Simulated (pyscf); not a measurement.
H₃C–CH(CH₃)–O–Sn(OH)(OH)–OH -> HO–Sn(OH)(OH)–OH + H₂C=CH–CH₃ (elimination; singlet surface; C–O, C–H broken, H–O formed). Optimised with ωB97X-D3(BJ)/def2-SVP in PySCF. Rate constants from transition-state theory at the high-pressure limit, ωB97M-D3(BJ)/def2-TZVP energies (ideal gas, 1 atm, RRHO with modes under 100 cm⁻¹ raised to 100, one conformer, R ln 2 for rigid chiral ones; no tunnelling), k in s⁻¹.

| T (K) | 1000/T | log10 k |
|---|---|---|
| 298 | 3.354 | -29.50 |
| 600 | 1.667 | ? |
| 900 | 1.111 | -0.62 |
| 1200 | 0.833 | 3.04 |

Question: Fit an Arrhenius line to the three values, give the activation energy, and predict k at 600 K.

Answer: Least squares gives log10 k = 13.75 − 12.90 × 1000/T, so Ea = 12.90 × ln 10 × 1.987 = 59.0 kcal/mol, against an electronic barrier of 62.6. At 600 K the line gives -7.75; the computed value is -7.85 (ΔG‡ = 57.5 kcal/mol), a factor 1.3 under the line, since the plot is curved. On the product side the descent ends in a complex, 6.3 kcal/mol under the separated species and 51.0 kcal/mol under the saddle at ωB97X-D3(BJ)/def2-TZVP. At ωB97X-D3(BJ) the barrier from the zero used here is 65.9 kcal/mol. One saddle was located; it need not be the lowest between these sides. Elements past Kr carry the def2 core potentials, without spin-orbit coupling.
